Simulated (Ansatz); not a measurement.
# [GeH₃···H···F], doublet: the ladder up to UCCSDT(Q)

Geometry: a point of a hydrogen-transfer path between rigid fragments, not a stationary point.

```yaml
atoms:
  - { symbol: Ge, position_ang: [-0.5526, 0.0000, 0.0000] }
  - { symbol: H, position_ang: [-1.0640, 1.4466, 0.0000] }
  - { symbol: H, position_ang: [-1.0640, -0.7233, 1.2528] }
  - { symbol: H, position_ang: [-1.0640, -0.7233, -1.2528] }
  - { symbol: H, position_ang: [1.0314, 0.0000, 0.0000] }
  - { symbol: F, position_ang: [2.2274, 0.0000, 0.0000] }
```

Basis cc-pVDZ; Ansatz 0.2.0. Only valence electrons are correlated (noble-gas cores and the filled d shells of p-block atoms frozen), which leaves 15 electrons in 46 orbitals. Prefix R: restricted or restricted open-shell reference; prefix U: unrestricted. Active spaces: pair = (3e, 3o) about the gap; valence = (15e, 12o) chosen from the atoms' valence shells. No spin–orbit coupling is included, and no scalar relativity.

Full CI isn't at hand for all of this; UCCSDT(Q) serves as the reference, and is uncertain by about the last step of the cluster series. The frozen core follows each run's orbitals, which can shift R against U totals by a few meV for light atoms and by up to 0.1 eV past Ca.

The UHF ⟨S²⟩ is 0.782 and the T1 diagnostic (RCCSD) is 0.0189. The largest doubles amplitude (RCCSD) is 0.036 and the T1 diagnostic (UCCSD) is 0.0207.

```tsv
level	E − E(UCCSDT(Q)) (kJ/mol)	share of correlation (%)	wall time
UHF	886.8	3.27	–
UMP2	114.1	87.56	–
UCCSD	18.1	98.02	–
UCCSD(T)	4.0	99.56	6 s
UCCSDT	1.6	99.82	–
```

The correlation energy at UCCSDT(Q), counted from RHF, is -9.502 eV. That run took 11 s on 2 threads of AMD EPYC 7R13 with a shared H100 80 GB, shared host.

Run but not shown, since their state or frozen core can't be matched to the reference's or they repeat it: RHF, RMP2, RCCSD, RCCSD(T), BCCD(T), RCCSDT, RCCSDT(Q), CASSCF (pair space), NEVPT2 (pair space), MRCISD (pair space), MRCISD+Q (pair space), CASSCF (valence space), NEVPT2 (valence space), MRCISD (valence space), MRCISD+Q (valence space).

Times hold each run's SCF and search for its determinant on a shared host, so for small cases they say little of a method's own cost; they ran on 1 thread of AMD EPYC 7R13.

Natural occupations of CASSCF (valence space) about the gap: 1.986 1.973 1.973 1.966 1.005 0.034 0.024 0.021 0.021; effectively unpaired electrons, Σ n²(2−n)², 1.02.
